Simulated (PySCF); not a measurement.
C₄H₈, SMILES CC(=C)C.

The structure is a stationary point at B3LYP-D3(BJ)/def2-SVP.

Two levels are set side by side: TDDFT-PBE/def2-SVPD (PySCF) and TDDFT-PBE0/def2-SVPD (PySCF). Vertical, same geometry. The lowest singlet is HOMO→LUMO+1 100 % with PBE and HOMO→LUMO+1 99 % with the other functional; states are paired by order. Differences are taken from unrounded values.

```tsv
quantity	TDDFT-PBE0	TDDFT-PBE	TDDFT-PBE minus TDDFT-PBE0
lowest singlet excitation (eV)	6.61	6.02	-0.59
lowest triplet excitation (TDA) (eV)	4.25	4.37	0.12
first bright state (f over 0.05) (eV)	7.21	6.97	-0.24
its oscillator strength	0.43	0.38	-0.05
```

Functionals without exact exchange tend to place singlet excitations lower, as here. Differences between two approximate levels are no errors against the true value.

Rough cost on one machine, each run with all the roots and properties that it gave: TDDFT-PBE0 against TDDFT-PBE about 2 times.
